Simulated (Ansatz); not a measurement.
Relaxation of C$_{2}$H$_{3}$OS (7 atoms, charge -1, multiplicity 1), to a largest force component of 0.015 eV/Å in at most 40 steps.

These are results of Ansatz, RKS CAM-B3LYP/6-31G*, not measurements.

```xyz
7
Properties=species:S:1:pos:R:3:forces:R:3
C 0.170 0.668 -0.007 -0.32 -0.02 0.62
C -0.080 -0.844 0.093 -0.33 0.26 0.09
O -1.168 -1.256 0.486 -0.45 0.36 0.16
S 1.230 -1.793 -0.397 1.18 -0.93 -0.47
H 1.187 0.905 0.310 0.04 0.06 -0.21
H -0.534 1.182 0.650 -0.22 0.19 0.06
H 0.002 1.011 -1.025 0.10 0.08 -0.25
```

Q: Where does it end, and by what steps?

A: It converged. The force dipped under the threshold on the way, but the program's further checks kept it going. Limits of this set-up: an anion without diffuse functions, the dipole of an ion depends on the origin. After 12 steps the energy has fallen by 0.070 eV; S4 moved furthest, 0.23 Å.

```
step  energy less start (eV)  largest force component (eV/Å)  accepted
   0                  0.0000                           1.182       yes
   1                 -0.0530                           0.621       yes
   2                 -0.0252                           1.265        no
   3                 -0.0648                           0.254       yes
   4                 -0.0663                           0.037       yes
   5                 -0.0683                           0.037       yes
   6                 -0.0583                           0.726        no
   7                 -0.0691                           0.033       yes
   8                 -0.0692                           0.135       yes
   9                 -0.0695                           0.067       yes
  10                 -0.0698                           0.004       yes
  11                 -0.0697                           0.079        no
  12                 -0.0698                           0.011       yes
```

```xyz
7
Properties=species:S:1:pos:R:3
C 0.152 0.670 0.006
C -0.069 -0.850 0.110
O -1.088 -1.230 0.683
S 1.170 -1.838 -0.611
H 1.109 0.948 0.458
H -0.665 1.199 0.508
H 0.197 0.973 -1.045
```

Whether the end is a true minimum wasn't checked by a vibrational analysis.

Run time: 27 s on 1 thread of Intel(R) Xeon(R) 6975P-C (Granite Rapids), on a shared host, peak memory 0.16 GiB.
